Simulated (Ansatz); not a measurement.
methoxyethane (C₃H₈O), SMILES C(C)OC.

The structure is a stationary point at B3LYP-D3(BJ)/def2-SVP. One conformer was computed; it need not be the lowest.

Two levels are set side by side: PBE/def2-SVPD (Ansatz, a first-principles code) and CAM-B3LYP/def2-SVPD (Ansatz). Energy differences of separate SCF runs at the same geometry; the states with an electron removed or added have multiplicity 2 and 2. Differences are taken from unrounded values.

| quantity | PBE |
|---|---|
| vertical ionisation energy (eV) | 9.49 |
| vertical singlet–triplet gap (eV) | 6.58 |

Problem. These are the PBE values. What does CAM-B3LYP give? (An estimate is asked for; the answer gives what the named calculation found.)

Solution. 
```
quantity                           CAM-B3LYP  PBE minus CAM-B3LYP
---------------------------------  ---------  -------------------
vertical ionisation energy (eV)         9.85                -0.36
vertical singlet–triplet gap (eV)       7.22                -0.65
```
